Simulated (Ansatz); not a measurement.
A made-up structure of Si2H5S (charge -1), singlet:

```xyz
8
angstrom
Si -1.2729 1.1221 -0.5460
S 0.6876 0.0553 -1.0981
Si 0.7947 -0.8986 0.7568
H -1.9875 0.7736 -1.8579
H -0.8152 2.5024 -1.0344
H 2.0304 -1.7604 0.8041
H -0.3448 -1.8195 1.0497
H 1.7216 -0.0468 -1.9756
```

It is relaxed with PBE-D4/def2-SVPD and then PBE0-D4/def2-TZVPD (Ansatz 0.2.0). Atoms count as bonded within 1.22 times the sum of their covalent radii (H–H: 0.88 Å). The end point is not checked to be a true minimum.

**Question.** Does its bonding change? (A judgement: the text doesn't fix the answer.)

**Answer.** The calculation gives: No: no bond forms or breaks.

Where it ends: The first stage lowers the energy by 1.74 eV in 17 steps. It ends as Si₂H₅S ([SiH2][SH][SiH2]), total charge -1:
| atom | x (Å) | y (Å) | z (Å) |
| --- | --- | --- | --- |
| Si1 | -1.1924 | 1.5695 | -0.5824 |
| S2 | 0.8891 | 0.5825 | -0.4179 |
| Si3 | 0.6991 | -1.1432 | 1.1049 |
| H4 | -1.8021 | 0.3964 | -1.3523 |
| H5 | -0.7549 | 2.3094 | -1.8552 |
| H6 | 2.0467 | -1.7166 | 0.6421 |
| H7 | -0.1166 | -2.0266 | 0.1589 |
| H8 | 1.0450 | -0.0432 | -1.5995 |

Labels in which every atom is bracketed show which atoms are joined, not bond orders.

For scale, one of the runs: PBE0-D4/def2-TZVPD relaxation, 177 basis functions, launched by `ansatz run in.yaml --threads 2 --pin off --events-out ev --progress --plain --max-ram 4352MiB`. The run took about 19 s on 2 CPU threads of an Intel Xeon 6975P-C (shared host).
